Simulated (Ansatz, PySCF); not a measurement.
## Band gap of rock-salt KF: levels of theory against measurement

Reference value: 10.9 eV (measured, temperature not stated, no zero-point or thermal correction, sources range from 10.80 to 10.90; as tabulated in Koller et al. (2013), arXiv:1304.4470).

Task: What do LDA, PBE, rVV10, r²SCAN, G0W0@Hartree–Fock give, and how far is each from the reference?

Result: 
```csv
level (code),value (eV),cell (Å³/atom),difference (eV)
LDA (Ansatz),5.81 (direct),19.08,-5.09
PBE (Ansatz),6.18 (direct),19.08,-4.72
rVV10 (Ansatz),5.86,18.82,-5.04
r²SCAN (Ansatz),6.83 (direct),19.08,-4.07
G0W0@Hartree–Fock (PySCF),12.72 ± 0.1,19.08,+1.82
```

Closest of these to the reference: G0W0@Hartree–Fock (+1.82 eV). Farthest off: LDA (-5.09 eV), rVV10 (-5.04 eV).

Density-functional values are differences of (generalised) Kohn–Sham levels of a static lattice; semilocal ones lie below quasiparticle gaps as a rule. Measured values hold zero-point and thermal shifts unless a correction is named.  A ± on a computed value is a rough bar: the spread of its extrapolation, a floor set from checks against published values, or a statistical error. rVV10: the gap is read on the k mesh or supercell of the run alone and can be too large. Values are at the measured cell; rVV10 at the level's own relaxed cell. Cutoffs and k meshes differ between the levels. Ansatz's density-functional and Hartree–Fock values are scalar-relativistic unless marked +SOC, with PAW data made under PBE.

Differences are worked out from the printed values.

Ansatz is a quantum-chemistry and plane-wave program.
